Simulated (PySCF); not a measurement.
## 2-butanone: calculation against experiment

**Experimental background.**

From NIST CCCBDB Release 22 (SRD 101), experimental polarizabilities, for the gas: mean polarisability 8.19 Å³.

The results are set against them at the end.

Species: 2-butanone, C4H8O.
Atom-mapped SMILES: `[CH3:1][CH2:2][C:3]([CH3:4])=[O:5]` (hydrogens: H6, H7, H8 on C1; H9, H10 on C2; H11, H12, H13 on C4)

Geometry (PBE0-D3(BJ)/def2-SVP, Å), atoms numbered from 1 in this order:
```xyz
13
C4H8O angstrom
C     -1.827    0.224   -0.081
C     -0.382    0.458   -0.469
C      0.611   -0.083    0.539
C      2.059   -0.102    0.115
O      0.260   -0.481    1.624
H     -2.515    0.680   -0.808
H     -2.050   -0.852   -0.024
H     -2.035    0.647    0.912
H     -0.167    1.539   -0.569
H     -0.144    0.034   -1.460
H      2.355    0.850   -0.354
H      2.699   -0.314    0.980
H      2.207   -0.890   -0.642
```

Runs made with PySCF (gas phase, on this PBE0-D3(BJ)/def2-SVP geometry; no spin–orbit coupling):

| level | job | basis functions | wall time |
| --- | --- | --- | --- |
| PBE0/def2-SVPD | 6 singlets by full TDDFT, polarisability, dynamic polarisability | 167 | 18 s |

Hardware: one thread, Intel Xeon 6975P-C (x86_64), no GPU (shared host).

Results beside the measurements:

**Mean polarisability.** Measured: 8.19 Å³ (NIST CCCBDB Release 22 (SRD 101), experimental polarizabilities).

| level | computed (Å³) | computed − measured (Å³) | % (from the printed values) |
| --- | --- | --- | --- |
| PBE0/def2-SVPD | 7.88 | -0.31 | -4 |

The computed values are static and purely electronic, with core orbitals frozen in the response (1 au = 0.148185 Å³). The table of measured values doesn't say here whether a value is static or optical, or holds a vibrational part. The measurement averages over conformers, the calculation has one.

The geometry is computed, not the measured one. Where a level misses, the cause wasn't examined.
